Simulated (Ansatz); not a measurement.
# GeAs⁺, quintet in cc-pVDZ: errors against full CI

Geometry: that of the GeAs⁺, triplet, kept fixed. The singlet lies 0.9 eV lower here.

```xyz
2

Ge    0.0000    0.0000    0.0000
As    0.0000    0.0000    2.4053
```

Basis cc-pVDZ; Ansatz 0.2.0. Only valence electrons are correlated (noble-gas cores and the filled d shells of p-block atoms frozen), which leaves 8 electrons in 26 orbitals. R marks a restricted (for open shells ROHF) determinant, U an unrestricted one. Active spaces: valence = (8e, 8o) chosen from the atoms' valence shells. No spin–orbit coupling is included, and no scalar relativity.

Full CI is exact within this basis and frozen core; it isn't the basis-set limit. The frozen core follows each run's orbitals, which can shift R against U totals by a few meV for light atoms and by up to 0.1 eV past Ca.

For open shells CISD and CISDTQ are restricted-active-space CI with the open shells as a complete middle space.

```
UHF ⟨S²⟩                          : 6.019
T1 diagnostic (RCCSD)             : 0.0235
largest doubles amplitude (RCCSD) : 0.082
```

```csv
level,E − E(RHF) (eV)
RMP2,-2.8634
RCCSD,-3.6039
RCCSD(T),-3.7032
```

Problem. Estimate how far full CI in cc-pVDZ lies from RCCSD(T). The table doesn't fix it; the size of (T) and the diagnostics are the guide.

Solution. Full CI in cc-pVDZ lies 3.0 kJ/mol below RCCSD(T), which is 32 % of the (T) step (-9.6 kJ/mol). The diagnostics give no warning, yet the rest is a sizeable part of (T).

The other levels:

```json
{"level": "CISD", "E − E(full CI) (kJ/mol)": "24.1", "share of correlation (%)": "93.30", "wall time": "2.3 s"}
{"level": "BCCD(T)", "E − E(full CI) (kJ/mol)": "3.0", "share of correlation (%)": "99.16", "wall time": "3.7 s"}
{"level": "RCCSDT", "E − E(full CI) (kJ/mol)": "0.6", "share of correlation (%)": "99.82", "wall time": "–"}
{"level": "CISDTQ", "E − E(full CI) (kJ/mol)": "0.4", "share of correlation (%)": "99.89", "wall time": "22 s (H100)"}
{"level": "RCCSDT(Q)", "E − E(full CI) (kJ/mol)": "0.1", "share of correlation (%)": "99.99", "wall time": "7.5 s"}
{"level": "RCCSDTQ", "E − E(full CI) (kJ/mol)": "0.0", "share of correlation (%)": "100.01", "wall time": "18 s (H100)"}
{"level": "CASSCF (valence space)", "E − E(full CI) (kJ/mol)": "269.5", "share of correlation (%)": "25.20", "wall time": "–"}
{"level": "NEVPT2 (valence space)", "E − E(full CI) (kJ/mol)": "58.8", "share of correlation (%)": "83.69", "wall time": "4.7 s"}
{"level": "MRCISD (valence space)", "E − E(full CI) (kJ/mol)": "15.4", "share of correlation (%)": "95.72", "wall time": "–"}
{"level": "MRCISD+Q (valence space)", "E − E(full CI) (kJ/mol)": "-2.4", "share of correlation (%)": "100.67", "wall time": "5.5 s"}
```

The correlation energy at full CI, counted from RHF, is -3.735 eV. That run took 39 s on 2 threads of AMD EPYC 7R13 with a shared H100 80 GB, shared host over 18,705,764 determinants.

Run but not shown, since their state, orbitals or frozen core can't be matched to the reference's or they repeat it: UHF, UMP2, UCCSD, UCCSD(T), UCCSDT, UCCSDT(Q), UCCSDTQ.

Times hold each run's SCF and search for its determinant on a shared host, so for small cases they say little of a method's own cost; rows without a card ran on 1 thread of AMD EPYC 7R13. Some runs computed forces too.

Not variational, and here over 5 meV under the exact energy: MRCISD+Q (valence space).

The full-CI state has the irrep B1 of C2v, in the program's axes (one component, if the state is degenerate).

Natural occupations of full CI about the gap: 1.954 1.914 0.995 0.993 0.984 0.983 0.044 0.036 0.015 0.010; effectively unpaired electrons, Σ n²(2−n)², 4.05.
